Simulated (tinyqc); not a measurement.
CID on RHF in the sto-3g basis, frozen core, for LiH, spin multiplicity 1, step by step. One step of it, computed by the program tinyqc.

Problem. CID: roots. Diagonalise (each vector has its largest component positive (the first on a tie)); all determinants have Ms = 0, so triplets appear too. The lowest singlet root is the correlation energy.

Occupation strings over the orbitals (2 doubly, a alpha, b beta, 0 empty; spin orbitals ordered 1a 1b 2a 2b ...): 220000 202000 20a00b 200200 200020 20b00a 200002

H - E(HF) between determinants (hartree), lower triangle:
```
           220000     202000     20a00b    200200    200020     20b00a    200002
220000   0.000000
202000   0.012828   0.687004
20a00b  -0.034319   0.104165   0.716289
200200   0.023555   0.041283  -0.013765  0.666055
200020   0.023555   0.041283  -0.013765  0.016869  0.666055
20b00a   0.034319  -0.104165  -0.026397  0.013765  0.013765   0.716289
200002   0.123671   0.026397   0.024216  0.019677  0.019677  -0.024216  1.055099
```

Give: lowest roots of this matrix, relative to E(HF); lowest vectors; <S^2> of these roots; weight of the ground state by excitation level 0, 1, 2, ....

Solution.

lowest roots of this matrix, relative to E(HF) (hartree): -0.0194  0.5388  0.6492  0.6899  0.7095  0.8591  1.0798

lowest vectors:
```
         root 1   root 2   root 3  root 4
220000   0.9898   0.0452   0.0000  0.0000
202000  -0.0256   0.7155   0.0000  0.0000
20a00b   0.0507  -0.3985   0.0000  0.7071
200200  -0.0265  -0.2900   0.7071  0.0000
200020  -0.0265  -0.2900  -0.7071  0.0000
20b00a  -0.0507   0.3985   0.0000  0.7071
200002  -0.1146   0.0121   0.0000  0.0000
```

<S^2> of these roots: 0.0000  0.0000  0.0000  2.0000  0.0000  0.0000  0.0000

weight of the ground state by excitation level 0, 1, 2, ...: 0.9797  0.0000  0.0203
